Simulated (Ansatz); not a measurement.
# [H···H···SiH3], doublet: transfer scan

Starting geometry:

```yaml
atoms:
  - { symbol: H, position_ang: [-2.7234, 0.0000, 0.0000] }
  - { symbol: H, position_ang: [-1.9784, 0.0000, 0.0000] }
  - { symbol: Si, position_ang: [0.1086, 0.0000, 0.0000] }
  - { symbol: H, position_ang: [0.5586, -1.4163, 0.0000] }
  - { symbol: H, position_ang: [0.5586, 0.7081, -1.2265] }
  - { symbol: H, position_ang: [0.5586, 0.7081, 1.2265] }
```

From there H2 is moved from one fragment to the other while all else, the fragments' distance too, stays fixed; atoms are numbered as listed. Energies are in kJ/mol, counted from the starting geometry at the same level.

Basis cc-pVTZ; Ansatz 0.2.0. Correlated methods freeze the noble-gas cores. Prefix R: restricted or restricted open-shell reference; prefix U: unrestricted. Active spaces: valence = (9e, 9o) chosen from the atoms' valence shells.

Runs in a small pair space aren't shown, since their orbitals change along the scan.

Full CI isn't at hand for all of this; UCCSDT(Q) serves as the reference, and is uncertain by about the last step of the cluster series. The frozen core follows each run's orbitals, which can shift R against U totals by a few meV.

```tsv
distance H1-H2 (Å)	UCCSDT(Q)	error UMP2	error RCCSD(T)	error BCCD(T)	error RCCSDT	error UCCSDT	error NEVPT2 (valence space)
0.745	0.0	0.0	0.0	0.0	0.0	0.0	0.0
0.837	8.1	2.5	0.1	0.1	0.0	0.0	-0.5
1.022	39.1	6.2	0.2	0.3	0.1	0.1	-0.8
1.207	44.8	-0.4	0.1	0.1	0.0	0.1	-0.4
1.392	45.7	-7.3	-0.2	-0.3	-0.1	0.0	-0.2
```

Errors are those of relative energies. In total energy the starting point itself misses UCCSDT(Q) by: UMP2 103.1, RCCSD(T) 2.7, BCCD(T) 2.6, RCCSDT 0.4, UCCSDT 0.3, NEVPT2 (valence space) 107.5 kJ/mol.

Spread of the error over the points with a reference, to 1.392 Å (largest less smallest): UCCSDT 0.1, RCCSDT 0.1, RCCSD(T) 0.4, BCCD(T) 0.5, NEVPT2 (valence space) 0.8, UMP2 13.5 kJ/mol.
